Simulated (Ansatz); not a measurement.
The input, for Ansatz 0.2.0:

```yaml
crystal:
  periodic: [false, false, false]
  atoms:
    - {symbol: Al, position_ang: [-0.019637, -0.018560, 1.971969]}
    - {symbol: C, position_ang: [-0.020470, 0.154921, -0.001623]}
    - {symbol: P, position_ang: [0.027494, -0.083296, -1.648655]}
    - {symbol: H, position_ang: [-0.075283, 1.210436, -2.105499]}
basis:
  gaussian: {orbitals: cc-pVDZ}
magnetization: {spin_polarized: true, initial_magnetization: 1}
correlation: {method: bccd, electrons: outside_noble_gas}
output: {forces: true}
```

```sh
$ ansatz run in.yaml --threads 1 --pin off --events-out ev --progress --plain --max-ram 2393MiB
```

The program prints:

```
551 factors; integrals over basis functions are off by at most 1.2e-3 eV
mean field evaluation 1: about -16896.5643 eV, gradient 1.4e1 eV
mean field evaluation 2: about -16896.5696 eV, gradient 1.4e1 eV
mean field evaluation 4: about -16898.3440 eV, gradient 2.6e0 eV
mean field evaluation 8: about -16898.5735 eV, gradient 7.0e-1 eV
mean field evaluation 16: about -16898.8097 eV, gradient 1.9e-4 eV
mean field evaluation 32: about -16898.4532 eV, gradient 2.0e-1 eV
mean field evaluation 64: about -16898.4711 eV, gradient 1.3e-1 eV
mean field evaluation 96: about -16898.4675 eV, gradient 9.9e-2 eV
mean field evaluation 128: about -16898.4734 eV, gradient 1.5e-1 eV
mean field evaluation 160: about -16898.8076 eV, gradient 7.7e-2 eV
...
cycle  15  -8.01285645 eV  change    8.1e-7 eV  update   8.8e-6
cycle  16  -8.01285796 eV  change   -1.5e-6 eV  update   4.9e-6
cycle  17  -8.01286100 eV  change   -3.0e-6 eV  update   2.4e-6
cycle  18  -8.01286268 eV  change   -1.7e-6 eV  update   1.3e-6
cycle  19  -8.01286292 eV  change   -2.4e-7 eV  update   6.7e-7
cycle  20  -8.01286284 eV  change    8.0e-8 eV  update   3.3e-7
cycle  21  -8.01286259 eV  change    2.5e-7 eV  update   1.8e-7
cycle  22  -8.01286249 eV  change    9.9e-8 eV  update   1.1e-7
cycle  23  -8.01286245 eV  change    4.0e-8 eV  update   7.0e-8
cycle  24  -8.01286256 eV  change   -1.1e-7 eV  update   5.4e-8
the calculation of the forces begins
Total energy: -16906.82251945 eV, -621.3142677340 hartree
Atom 0 at    -0.019637    -0.018560     1.971969 Å, force    -0.003047    -0.016873     0.260254 eV/Å
Atom 1 at    -0.020470     0.154921    -0.001623 Å, force    -0.004224     0.118320    -0.167584 eV/Å
Atom 2 at     0.027494    -0.083296    -1.648655 Å, force     0.134596    -1.668406     0.339410 eV/Å
Atom 3 at    -0.075283     1.210436    -2.105499 Å, force    -0.127325     1.566959    -0.432080 eV/Å
Dipole moment:    -0.007856     0.106285    -0.084033 e Å
```

Forces (eV/Å):
```
Al  -0.003 -0.017  0.260
C   -0.004  0.118 -0.168
P    0.135 -1.668  0.339
H   -0.127  1.567 -0.432
```

Ran on 1 thread of AMD EPYC 9R45, shared host: 15 s wall, 0.25 GiB peak host memory.
